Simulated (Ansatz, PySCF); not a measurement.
This Ansatz (a first-principles code) input computes a PBE0/def2-TZVPD energy:

Ansatz 0.2 input:
```yaml
crystal:
  periodic: [false, false, false]
  atoms:
    - {symbol: C, position_ang: [0.01118773, 0.75889942, -0.01238914]}
    - {symbol: C, position_ang: [1.30488840, 1.02329449, 0.00343307]}
    - {symbol: Cl, position_ang: [-0.63700773, -0.85323169, 0.00417952]}
    - {symbol: H, position_ang: [-0.75905041, 1.51625302, -0.03695357]}
    - {symbol: H, position_ang: [2.05291747, 0.24314247, 0.02802818]}
    - {symbol: H, position_ang: [1.63880765, 2.05237986, -0.00839007]}
basis:
  gaussian:
    orbitals: def2-TZVPD
hamiltonian:
  xc: {name: PBE0}
output: {forces: true}
```

Question: Write an input for the same energy in PySCF and say what it gives.

Answer: 
```python
from pyscf import gto, scf, dft

mol = gto.M(
    atom='''
    C     0.01118773    0.75889942   -0.01238914
    C     1.30488840    1.02329449    0.00343307
    Cl   -0.63700773   -0.85323169    0.00417952
    H    -0.75905041    1.51625302   -0.03695357
    H     2.05291747    0.24314247    0.02802818
    H     1.63880765    2.05237986   -0.00839007
    ''',
    basis='def2-tzvpd',
    charge=0,
    spin=0,
    verbose=4,
)

mf = dft.RKS(mol, xc='pbe0').density_fit(auxbasis='def2-universal-jkfit')
mf.grids.level = 3
mf.conv_tol = 1e-9
mf.max_cycle = 100
mf.max_memory = 1500
mf.kernel()
if not mf.converged:
    mf = mf.newton()
    mf.kernel(mf.make_rdm1())
mf.analyze()
```
It gives -537.98266 Eh, and Ansatz -537.98262 Eh, a difference of 0.04 mEh, from the treatment of integrals and grids.
